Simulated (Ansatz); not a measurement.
System: ch3ch2o radical, C₂H₅O (charge 0, doublet). It need not be the lowest isomer of its formula. 
Coordinates optimised at B3LYP-D3(BJ)/def2-TZVP (Ansatz, an electronic-structure program):
```
C
O 1 1.3629
H 1 1.1077 2 107.07
H 1 1.1077 3 102.54 2 -112.51
C 1 1.5216 3 111.66 4 -119.68
H 5 1.0908 1 110.40 3 -63.09
H 5 1.0908 6 108.27 1 120.97
H 5 1.0924 6 108.45 7 117.49
```
Charge 0, spin multiplicity 2.

Basis-set convergence of Hartree-Fock and MP2 correlation energies (hartree) with Ansatz. Cores are frozen in the correlated levels unless marked. UHF or UKS for open shells. Spin-orbit coupling is left out. Non-relativistic.

| basis | functions | E(HF) | E(corr, MP2) |
|---|---|---|---|
| aug-cc-pVDZ | 114 | -153.48242 | -0.45152 |
| aug-cc-pVTZ | 253 | ? | ? |

Task: Complete the blanks.

Result: 
- aug-cc-pVTZ, E(HF): -153.52077
- aug-cc-pVTZ, E(corr, MP2): -0.55141
